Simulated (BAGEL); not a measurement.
# UHF/3-21G (density fitting with qzvpp-jkfit) run of BNH3S (SMILES N[B]S)

Aim: the vertical ionisation energy of BNH3S at UHF/3-21G (density fitting with qzvpp-jkfit), from 2 runs. 

Program for the calculation: BAGEL 1.2.2.

## Step 1: The molecule

The species is BNH3S (6 atoms), meant as a doublet with charge 0. As SMILES, `N[B]S`. The shape is that of a PBE0-D4/def2-TZVP optimisation. This is a higher conformer, about 7 kJ/mol above the lowest found by a separate search.

Bond lengths: N1–B2 1.380 Å, B2–S3 1.779 Å, N1–H4 1.005 Å, N1–H5 1.010 Å, S3–H6 1.355 Å. Angles: N1–B2–S3 132.0°, B2–N1–H4 122.5°, B2–N1–H5 124.0°, B2–S3–H6 100.0°, H4–N1–H5 113.6°.

## Step 2: The energy at UHF/3-21G (density fitting with qzvpp-jkfit)

File hf.json:

```json
{ "bagel": [

{
  "title": "molecule",
  "basis": "3-21g",
  "df_basis": "qzvpp-jkfit",
  "angstrom": "true",
  "geometry": [
    { "atom": "N", "xyz": [      -0.621200,       0.083000,      -0.756700 ] },
    { "atom": "B", "xyz": [      -0.538400,      -0.445500,       0.515700 ] },
    { "atom": "S", "xyz": [       0.781100,      -0.475200,       1.709200 ] },
    { "atom": "H", "xyz": [      -1.454200,       0.016000,      -1.315600 ] },
    { "atom": "H", "xyz": [       0.135500,       0.569200,      -1.216600 ] },
    { "atom": "H", "xyz": [       1.739200,       0.188500,       1.017800 ] }
  ]
},

{ "title": "uhf", "nopen": 1 },

{ "title": "print", "file": "orbitals.molden", "orbitals": "true" }

]}
```

Started as:

```console
$ BAGEL_NUM_THREADS=1 BAGEL hf.json > hf.out
```

Log:

```text
* using 1 threads per process

  ===============================================================
  ===============================================================

  *** Geometry ***

  { "atom" : "N", "xyz" : [     -1.173898,      0.156847,     -1.429956 ] },
  { "atom" : "B", "xyz" : [     -1.017429,     -0.841873,      0.974532 ] },
  { "atom" : "S", "xyz" : [      1.476065,     -0.897998,      3.229920 ] },
  { "atom" : "H", "xyz" : [     -2.748040,      0.030236,     -2.486124 ] },
  { "atom" : "H", "xyz" : [      0.256058,      1.075632,     -2.299041 ] },
  { "atom" : "H", "xyz" : [      3.286612,      0.356213,      1.923363 ] },

  Number of auxiliary basis functions:      334

  Since a DF basis is specified, we compute 2- and 3-index integrals:
    o Being stored without compression. Storage requirement is 0.004 GB

  Number of basis functions:       37
  Number of electrons      :       31

    * METHOD: MOLECULE                             0.09

  *** Open-shell HF ***

  === Nuclear Repulsion ===
    81.7052129035

      * DIIS with orbital gradients will be used.

  === UHF iteration (3-21g) ===
      0       -475.89519705          0.05533036           0.02
      1       -475.97829969          0.02659111           0.03
      2       -475.99356255          0.01477184           0.02
      3       -475.99870406          0.00167831           0.02
      4       -475.99938676          0.00037182           0.03
      5       -475.99946557          0.00013227           0.02
      6       -475.99949858          0.00003272           0.02
      7       -475.99950759          0.00001659           0.02
      8       -475.99951152          0.00000870           0.03
      9       -475.99951284          0.00000513           0.03
     10       -475.99951300          0.00000179           0.02
     11       -475.99951301          0.00000053           0.02
     12       -475.99951301          0.00000025           0.03
     13       -475.99951301          0.00000008           0.02
     14       -475.99951301          0.00000004           0.03
     15       -475.99951301          0.00000003           0.02
     16       -475.99951301          0.00000002           0.02
     17       -475.99951301          0.00000001           0.03
    * SCF iteration converged.

    * S^2 (UHF) is 0.7586

    * Permanent dipole moment:
           (    0.042119,    -0.601273,     1.403429) a.u.

    * METHOD: UHF                                  0.55

    * METHOD: PRINT                                0.00

  ===============================================================
```

Run time: 0.79 s. Hardware: 1 thread of Arm Neoverse V1, shared host; peak memory 0.085 GiB.

## Step 3: The singlet cation at the same level

File calc.json:

```json
{ "bagel": [

{
  "title": "molecule",
  "basis": "3-21g",
  "df_basis": "qzvpp-jkfit",
  "angstrom": true,
  "geometry": [
    { "atom": "N", "xyz": [   -0.621200,    0.083000,   -0.756700 ] },
    { "atom": "B", "xyz": [   -0.538400,   -0.445500,    0.515700 ] },
    { "atom": "S", "xyz": [    0.781100,   -0.475200,    1.709200 ] },
    { "atom": "H", "xyz": [   -1.454200,    0.016000,   -1.315600 ] },
    { "atom": "H", "xyz": [    0.135500,    0.569200,   -1.216600 ] },
    { "atom": "H", "xyz": [    1.739200,    0.188500,    1.017800 ] }
  ]
},
{
  "title": "hf",
  "charge": 1
},
{
  "title": "print",
  "file": "orbitals.molden",
  "orbitals": true
}

]}
```

Started as:

```console
$ BAGEL_NUM_THREADS=1 BAGEL calc.json > calc.out
```

Log:

```text
* using 1 threads per process

  ===============================================================
  ===============================================================

  *** Geometry ***

  { "atom" : "N", "xyz" : [     -1.173898,      0.156847,     -1.429956 ] },
  { "atom" : "B", "xyz" : [     -1.017429,     -0.841873,      0.974532 ] },
  { "atom" : "S", "xyz" : [      1.476065,     -0.897998,      3.229920 ] },
  { "atom" : "H", "xyz" : [     -2.748040,      0.030236,     -2.486124 ] },
  { "atom" : "H", "xyz" : [      0.256058,      1.075632,     -2.299041 ] },
  { "atom" : "H", "xyz" : [      3.286612,      0.356213,      1.923363 ] },

  Number of auxiliary basis functions:      334

  Since a DF basis is specified, we compute 2- and 3-index integrals:
    o Being stored without compression. Storage requirement is 0.004 GB

  Number of basis functions:       37
  Number of electrons      :       31

    * METHOD: MOLECULE                             0.08

  *** RHF ***

  === Nuclear Repulsion ===
    81.7052129035

      * DIIS with orbital gradients will be used.

  === RHF iteration (3-21g) ===
      0       -475.60787263          0.02761935           0.02
      1       -475.68992468          0.01452341           0.02
      2       -475.70826757          0.00219857           0.01
      3       -475.70924068          0.00058795           0.02
      4       -475.70930330          0.00020748           0.02
      5       -475.70931474          0.00005164           0.02
      6       -475.70931553          0.00001372           0.02
      7       -475.70931561          0.00000308           0.01
      8       -475.70931561          0.00000070           0.01
      9       -475.70931561          0.00000028           0.01
     10       -475.70931561          0.00000008           0.02
     11       -475.70931561          0.00000003           0.01
     12       -475.70931561          0.00000001           0.01
    * SCF iteration converged.

    * Permanent dipole moment:
           (    1.045794,    -0.320057,     1.620520) a.u.

    * METHOD: HF                                   0.34

    * METHOD: PRINT                                0.00

  ===============================================================
```

Wall time 0.57 s (1 thread of Arm Neoverse V1, shared host); peak memory 0.085 GiB.

## Step 4: Outcome

At UHF/3-21G (density fitting with qzvpp-jkfit):

| quantity | value |
| --- | --- |
| doublet BNH3S: total energy | -475.99951 Eh |
| doublet BNH3S: dipole moment | 3.88 D |
| doublet BNH3S: ⟨S²⟩ | 0.759 |
| singlet cation: total energy | -475.70932 Eh |
| singlet cation: HOMO energy | -16.58 eV |
| singlet cation: LUMO energy | -6.69 eV |
| singlet cation: HOMO–LUMO gap | 9.89 eV |
| vertical ionisation energy (to the singlet cation) | 7.897 eV |

The vertical ionisation energy comes to 7.90 eV (182 kcal/mol). Only the singlet of the ionised species was computed; a triplet could lie lower.
